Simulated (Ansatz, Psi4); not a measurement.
C2H4Cl2 (1,2-dichloroethane): a line through the functionals

C2H4Cl2: 8 atoms, total charge 0, spin state singlet. As SMILES, `ClCCCl`. The shape is that of a PBE0-D4/def2-TZVP optimisation. This is one conformer, not always the lowest.

The electronic atomisation energy y, in eV, basis 6-31G(d); a is the functional's share of exact exchange. Programs: Ansatz 0.2.0, Psi4 1.11.

```
functional  program     a  y (eV)
      TPSS     Psi4     0   29.10
    revPBE   Ansatz     0   28.54
     TPSSh     Psi4   0.1   29.00
     B3LYP   Ansatz   0.2   28.60
   r2SCAN0   Ansatz  0.25       ?
      PBE0   Ansatz  0.25   29.13
     BHLYP   Ansatz   0.5   27.84
```

**Question.** Fit y = c + s·a to the known rows and predict r2SCAN0.

**Answer.** 
1. Means of the 6 rows: a = 0.1750, y = 28.702.
2. Σ(Δa)² = 0.17875, Σ(Δa·Δy) = -0.31425, so the slope is -0.31425/0.17875 = -1.758.
3. Intercept: 28.702 − (-1.758) × 0.1750 = 29.010. The largest residual of the fit is 0.56.
4. r2SCAN0: 29.010 + (-1.758) × 0.25 = 28.57 eV.

The run gave 28.64 eV, so the prediction is off by -0.07 eV, within the largest residual. The rows scatter widely about the line, so the trend isn't linear in a. The rows mix families of semi-local functionals, which the line can't see.
